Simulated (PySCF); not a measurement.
# Electron affinity of B by level of theory

B⁻ [He] 2s2 2p2 (3P) → B [He] 2s2 2p1 (2P), as a difference of total energies. All numbers are calculated (PySCF 2.14, the non-relativistic Hamiltonian (point nucleus), in aug-cc-pVTZ with one added diffuse shell each of s, p, d, f type (6s5p4d3f, 62 functions)). Correlated levels: valence: 1s2 frozen. The calculations carry no spin-orbit coupling.

| method | electron affinity (eV) |
| --- | --- |
| UHF | -0.305 |
| LDA | 0.818 |
| PBE | 0.514 |
| PBE0 | 0.509 |
| r2SCAN | 0.643 |
| wB97M-V | 0.326 |
| wB97X | 0.237 |
| MP2 (valence) | 0.212 |
| SCS-MP2 (valence) | 0.063 |

Estimate what M06-2X gives.

0.263 eV, closest to wB97X among the rows shown.

Estimate what B2PLYP gives.

0.291 eV, closest to wB97M-V among the rows shown.

Errors of the correlated levels include the incompleteness of this basis and the frozen core.

A negative affinity means that the anion lies above the atom at that level of theory.

In the anion the highest occupied orbital energy is positive at LDA, PBE, PBE0, r2SCAN, M06-2X, B2PLYP, a self-interaction effect; the basis confines that electron, and the energy difference can still be sensible.

For comparison: 0.280 eV (measured; photodetachment measurements, as compiled on the Wikipedia data page of electron affinities).
